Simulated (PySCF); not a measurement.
**J couplings in CH2O2**

Bonds (- single, = double, # triple, : aromatic): O1=C2 1.193 Å, C2-O3 1.322 Å. C2 carries H4; O3 carries H5.

Method: B3LYP/pcJ-1//GFN2-xTB, PySCF 2.14.0 with density-fitted response routines; isolated molecule, single conformer, non-relativistic. Couplings are averaged over pairs made equivalent by symmetry, fast rotation or ring inversion, so a value needn't be that of the named pair in this geometry, while other rotamers aren't included; one pair stands for each set, and the list holds those of at least 0.8 Hz over up to four bonds.

Isotopes: ¹³C, ¹H, ¹⁷O. Couplings to quadrupolar nuclei such as 17O and 33S are rarely resolved in practice.

```csv
pair,bonds,J (Hz)
"O1, C2",1,26.3
"C2, O3",1,34.5
"C2, H4",1,227.3
"O3, H5",1,-75.3
"O1, O3",2,?
"O1, H4",2,?
"C2, H5",2,?
"O3, H4",2,-47.9
"O1, H5",3,1.8
"H4, H5",3,17.8
```

Estimate the withheld couplings, with signs.

Results:


- ²J(O1,O3) = -7.0 Hz (angle at C2 126°)
- ²J(O1,H4) = -9.6 Hz (angle at C2 125°)
- ²J(C2,H5) = -6.9 Hz (angle at O3 111°)
